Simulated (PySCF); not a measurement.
## Computed spin Hamiltonian

Species: C4H7O (doublet state).
Geometry (GFN2-xTB, Å), atoms numbered from 1 in this order:
```
atom  x, y, z in Å
C1     1.8247    0.5564    0.5607
C2     0.9647    0.5559   -0.4078
C3    -0.1011   -0.2623   -0.9788
C4    -1.3932   -0.1255   -0.1519
O5    -1.2495   -0.6124    1.1559
H6     2.4823    1.3944    0.7429
H7     1.9803   -0.2844    1.2443
H8    -0.3126    0.0450   -2.0073
H9     0.2028   -1.3183   -1.0014
H10   -2.1872   -0.7222   -0.6065
H11   -1.7072    0.9288   -0.1403
H12   -0.5027   -0.1560    1.5642
```

The hyperfine couplings belong to this conformer and change with its torsions.

Identity: `C=[C]CCO` [radical].

Theory: UKS B3LYP, pcH-1 on C H O, non-relativistic, mean-field spin-orbit, GIAO (PySCF). The structure is a single GFN2-xTB conformer in the gas phase; no vibrational or solvent corrections. A GFN2-xTB geometry isn't a minimum of the functional, and hyperfine couplings can be far from their values at a DFT geometry. No stability test was run, so a lower SCF solution isn't excluded.

- g1, g2, g3: 2.00153, 2.00218, 2.00288
- g_iso: 2.00220
- Form of g: rhombic: the two nearest values differ by 48 % of g3 − g1
- ⟨S²⟩: 0.7584 (exact 0.7500)
- HOMO–LUMO gap, α and β orbitals: 6.03, 5.24 eV

Isotropic coupling and dipolar principal values T1 to T3, in MHz:

```json
{"atom": "C1", "isotope": "13C", "a_iso": "-2.2", "T1": "-17.6", "T2": "1.7", "T3": "15.9", "Mulliken spin population": "-0.16"}
{"atom": "C2", "isotope": "13C", "a_iso": "280.5", "T1": "-81.6", "T2": "-61.6", "T3": "143.2", "Mulliken spin population": "0.98"}
{"atom": "C3", "isotope": "13C", "a_iso": "13.0", "T1": "-6.2", "T2": "-4.1", "T3": "10.3", "Mulliken spin population": "-0.04"}
{"atom": "C4", "isotope": "13C", "a_iso": "5.6", "T1": "-1.6", "T2": "-1.1", "T3": "2.7", "Mulliken spin population": "0.01"}
{"atom": "O5", "isotope": "17O", "a_iso": "0.1", "T1": "-0.4", "T2": "-0.1", "T3": "0.4", "Mulliken spin population": "0.00"}
{"atom": "H6", "isotope": "1H", "a_iso": "116.6", "T1": "-6.5", "T2": "-5.3", "T3": "11.8", "Mulliken spin population": "0.04"}
{"atom": "H7", "isotope": "1H", "a_iso": "180.4", "T1": "-4.6", "T2": "-1.8", "T3": "6.4", "Mulliken spin population": "0.09"}
{"atom": "H8", "isotope": "1H", "a_iso": "78.1", "T1": "-7.1", "T2": "-6.1", "T3": "13.2", "Mulliken spin population": "0.03"}
{"atom": "H9", "isotope": "1H", "a_iso": "90.8", "T1": "-5.9", "T2": "-2.0", "T3": "7.9", "Mulliken spin population": "0.05"}
{"atom": "H10", "isotope": "1H", "a_iso": "-0.1", "T1": "-2.1", "T2": "-1.5", "T3": "3.6", "Mulliken spin population": "0.00"}
{"atom": "H11", "isotope": "1H", "a_iso": "-1.7", "T1": "-3.7", "T2": "-2.7", "T3": "6.4", "Mulliken spin population": "0.00"}
{"atom": "H12", "isotope": "1H", "a_iso": "0.2", "T1": "-3.6", "T2": "-2.9", "T3": "6.5", "Mulliken spin population": "0.00"}
```

The Mulliken spin populations are largest on C2 (+0.98), C1 (-0.16) and H7 (+0.09). No atom but C2 exceeds +0.15. The positive populations add up to 1.21 and the negative ones to -0.21, together 2S = 1.

Axes: g1 points within 14° of the C2–C3 bond and g2 points within 9° of the C1–H7 bond.

Under fast tumbling the dipolar parts average out, and these isotropic splittings remain: 1 × 1H (H7, I = 1/2, 2 lines) with 6.44 mT, 1 × 1H (H6, I = 1/2, 2 lines) with 4.16 mT, 2 × 1H (H8/H9, I = 1/2, 3 lines) with 3.01 mT and 2 × 1H (H10/H11, I = 1/2, 3 lines) with 0.03 mT.

Class means assume fast exchange of nuclei equivalent by connectivity; if that motion is slow, each nucleus keeps its own coupling. The 1H value of +84.4 MHz is a mean of couplings from 78.1 to 90.8 MHz in this one geometry, not an average over conformers.

The 13C coupling of C2 (280.5 MHz) shows only in satellite lines or after enrichment, since that isotope makes up about 1.07 % of natural carbon.

Examples of negative spin density at the nucleus (bohr⁻³): C1 (-0.0019).

The run took 31 s (grids of density and orbitals included) on Arm Neoverse V1, one thread, shared host with 32 logical CPUs at a one-minute load of 15, and the process peaked at 0.75 GiB of memory.
